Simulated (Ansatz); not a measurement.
Reaction: CH3NO (SMILES NC=O) → NH2 (SMILES [NH2], doublet) + CHO (SMILES [CH]=O, doublet) (the C-N bond breaks)
Each species at its own B3LYP-D3(BJ)/def2-TZVP minimum (Ansatz, a first-principles code), one conformer.

Total energies in hartree (Ansatz). Radicals and triplets start from unrestricted determinants; spin-orbit coupling is neglected. Correlated methods leave the cores frozen. No relativity.

```csv
species,HF/cc-pVTZ,CCSD(T)/cc-pVTZ,HF/cc-pVQZ,CCSD(T)/cc-pVQZ,CCSD(T)/cc-pVDZ,CCSDT(Q)/cc-pVDZ
1: CH3NO (SMILES NC=O),-169.00155,-169.64159,-169.01492,-169.69553,-169.46438,-169.46646
"2: NH2 (SMILES [NH2], doublet)",-55.58579,-55.79359,-55.59045,-55.81078,-55.73272,-55.73328
"3: CHO (SMILES [CH]=O, doublet)",-113.29288,-113.68392,-113.30180,-113.71777,-113.57564,-113.57742
```

Work out the bond dissociation energy (electronic) in kJ/mol: take Hartree-Fock from cc-pVQZ, extrapolate the CCSD(T) correlation energy as X^-3 (X = 3, 4), and add CCSDT(Q) - CCSD(T) in cc-pVDZ. 1 hartree = 2625.5 kJ/mol.


Species 1: correlation (64·(-0.68061) - 27·(-0.64004))/37 = -0.71022; step -0.00208; E1 = -169.01492 + (-0.71022) + (-0.00208) = -169.72722
Species 2: correlation (64·(-0.22033) - 27·(-0.20780))/37 = -0.22947; step -0.00056; E2 = -55.59045 + (-0.22947) + (-0.00056) = -55.82048
Species 3: correlation (64·(-0.41597) - 27·(-0.39104))/37 = -0.43416; step -0.00178; E3 = -113.30180 + (-0.43416) + (-0.00178) = -113.73774
-1·E1 +1·E2 +1·E3 = 0.16900 hartree = 443.7 kJ/mol.
